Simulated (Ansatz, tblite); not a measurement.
Cost and result up the ladder for Mg(SiH3)2 (MgSi2H6) (9 atoms). Charge 0, multiplicity 1. Geometry: r2SCAN-D4/def2-TZVP.

Cartesian coordinates in Å:
```
Mg 0.020 0.005 0.020
Si 1.809 0.156 -1.842
H 1.756 1.443 -2.601
H 1.669 -0.919 -2.873
H 3.212 0.046 -1.339
Si -1.803 -0.154 1.848
H -1.629 0.838 2.952
H -1.852 -1.491 2.517
H -3.182 0.076 1.318
```

Ansatz on 4 threads of AMD EPYC 7B13 on a shared host; xTB runs through tblite on one thread. Times are rough, summed over both states, and most runs start from the orbitals of an earlier one. PBE0-D4/def2-TZVP serves as the yardstick here, not as an exact answer. The other state is a doublet.

The xTB rows come from tblite.

Raw xTB energies of ions are shifted by several eV.

| level | functions | wall time | vertical IE (eV) | difference from PBE0-D4/def2-TZVP (eV) |
| --- | --- | --- | --- | --- |
| GFN1-xTB | 34 | 0.008 s | 12.18 | 3.85 |
| GFN2-xTB | 33 | 0.009 s | 10.44 | 2.11 |
| PBE-D4/def2-TZVP | 142 | 2.2 s | 8.17 | -0.16 |
| PBE0-D4/def2-TZVP (with forces) | 142 | 3.2 s | 8.33 | 0.00 |
| r2SCAN-D4/def2-TZVP | 142 | 4.2 s | 8.24 | -0.09 |
